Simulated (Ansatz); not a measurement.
Relative stability

Two isomers of CH$_{2}$BO (charge +1), singlet, relaxed at PBE0-D4/def2-TZVP (vibrations not checked).

A:

B1  (-1.932, 0.339, -0.092)
C2  (-0.587, -0.059, 0.051)
O3  (0.635, -0.076, 0.110)
H4  (-3.087, 0.503, -0.179)
H5  (1.040, -0.956, 0.309)
(Å)

B:

B1  (-0.333, 0.455, -0.371)
C2  (0.464, -0.634, 0.517)
O3  (1.011, -1.380, 1.125)
H4  (-0.907, -0.006, -1.297)
H5  (-0.235, 1.565, 0.026)
(Å)

Ansatz 0.2.0; basis: def2-TZVPP; cores frozen in the correlated methods. B3LYP uses VWN-RPA correlation.

(1) Which structure is lower at CCSD(T), and by how much? (Judge from chemistry; the value comes from the calculation.)

T1 diagnostic: at most 0.022. The restricted Hartree–Fock reference is unstable towards an unrestricted one at one or more of these structures.

## Answers

(1) By the calculation: B, by 2.815 eV (electronic energy, against the other). By their contacts, A is CH₂BO ([BH][C][OH]), total charge +1 and B is CH₂BO ([BH2][C][O]), total charge +1.

All methods give the same order:

| method | E(B) − E(A) (eV) |
| --- | --- |
| PBE-D4 | -2.481 |
| r2SCAN-D4 | -2.615 |
| PBE0-D4 | -2.547 |
| B3LYP-D4 | -2.576 |
| wB97M-V | -2.601 |
| HF | -2.910 |
| MP2 | -3.077 |
| CCSD | -2.819 |
| CCSD(T) | -2.815 |

Labels in which every atom is bracketed show which atoms are joined, not bond orders.
